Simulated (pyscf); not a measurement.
Single points on ωB97X-D3(BJ)/def2-SVP structures (PySCF, gas phase).

Question: For the elementary gas-phase step O=Mo(=O)(OH)–OH (SMILES [O]=[Mo](=[O])([OH])[OH]) + HBr (SMILES Br) -> O=Mo(=O)(OH)–Br (SMILES [O]=[Mo](=[O])([OH])[Br]) + H₂O (SMILES O) (singlet surface; Mo–O, Br–H broken, Br–Mo, H–O formed), what barrier and reaction energy does ωB97M-D3(BJ)/def2-TZVP give, measured from the separated reactants?

Answer: ΔE‡ = 0.22 eV, ΔE = -0.29 eV. Zero-point energy shifts the barrier by +0.02 eV. It is a four-centre exchange, with an imaginary mode of 723i cm⁻¹. On the reactant side the descent ends in a complex, 0.24 eV under the separated species and 0.29 eV under the saddle at ωB97X-D3(BJ)/def2-TZVP. On the product side the descent ends in an adduct with a Mo–O contact (not fully relaxed), 0.42 eV under the separated species and 0.98 eV under the saddle at ωB97X-D3(BJ)/def2-TZVP. What is counted as broken (Mo–O) persists as a longer contact in the product adduct; parting that adduct is a step of its own. At ωB97X-D3(BJ) the barrier from the zero used here is 0.05 eV. One saddle was located; it need not be the lowest between these sides. Elements up to Kr have no core potential and no relativistic terms here. Elements past Kr carry the def2 core potentials, without spin-orbit coupling.
